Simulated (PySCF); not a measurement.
Input of a run (PBE0-D3(BJ)/def2-SVP geometry optimisation, gas phase (PySCF 2.14.0)), started from GFN2-xTB:
```
{"job": {"xc": "PBE0", "basis": "def2-SVP", "d3": "d3bj", "grid": 1, "shake": 0.01, "kind": "geom"}, "charge": 0, "multiplicity": 1}
O     -0.217900    -1.130410    -0.972470
S     -0.069570    -0.165390     0.040600
O     -0.380960    -0.379060     1.385370
F     -0.711080     1.213960    -0.416610
F      1.413080     0.426940    -0.074770
```

Output (energies in Eh, forces in Eh/bohr):
```
step   0  E = -747.36490128  max force = 0.042847
step   1  E = -747.35288390  max force = 0.084865
step   2  E = -747.36446529  max force = 0.050170
step   3  E = -747.36734833  max force = 0.007339
step   4  E = -747.36757408  max force = 0.001890
step   5  E = -747.36760128  max force = 0.000504
step   6  E = -747.36760177  max force = 0.000199
optimisation converged
```

Q: Summarise the run.

A: The energy falls by 0.073 eV over 7 energy and gradient evaluations, the largest force component goes from 0.0428 to 2.0e-04 Eh/bohr, and the atoms move by 0.034 Å rms after alignment. The bond that changes most is S2=O3 (sulfonyl sulfur to sulfonyl oxygen), which lengthens by 0.027 Å. Bonds longer at the end by more than 0.005 Å: 2 of 4; shorter: 2. Among the angles that change most is F4–S2–F5, from 91.8° to 94.8°. The energy rose by more than 1e-6 Eh at step 1.

Q: What are the final bond lengths?

A: O1=S2 1.424 Å, S2=O3 1.424 Å, S2–F4 1.576 Å, S2–F5 1.576 Å. Numbering counts from 1 in the input's order; the species is `FS(=O)(F)=O`.

The run used 74 basis functions and 52 SCF cycles in all. Hardware: one thread, Arm Neoverse V1 (aarch64), no GPU, shared host with 32 logical CPUs at a one-minute load of 16. Cost: 12 s of wall time, 0.32 GiB resident at most.

No PBE0-D3(BJ)/def2-SVP frequencies stand behind this structure, so it isn't proved a minimum.
